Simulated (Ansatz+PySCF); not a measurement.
The numbers below are computed, except where a source is named.
## Several solutions for triplet B2

```xyz
2

B     0.0000    0.0000   -1.7311
B     0.0000    0.0000    1.7311
```

Basis set: 6-31G (spherical functions). Charge 0, multiplicity 3.

PBE0 (unrestricted) was run from several starts with Ansatz (development build ahead of 0.2.0) and PySCF 2.14.0.

```csv
run,program,start,converged,energy (hartree),<S²>
A,Ansatz,"atomic start, no search",yes,-49.21605,2.00
B,PySCF,program defaults,yes,-49.21605,2.00
C,Ansatz,search for the lowest state,yes,-49.22413,2.00
D,Ansatz,stability test followed,yes,-49.22413,2.00
```

Q: Which runs reached the lowest solution of this kind, and what is wrong with the others?

A: C, D reached the lowest solution found. Converged but too high: A by 0.22 eV, B by 0.22 eV. Convergence only shows a stationary point, and even a stable one can lie too high; stability tests and further starts are what find lower ones.
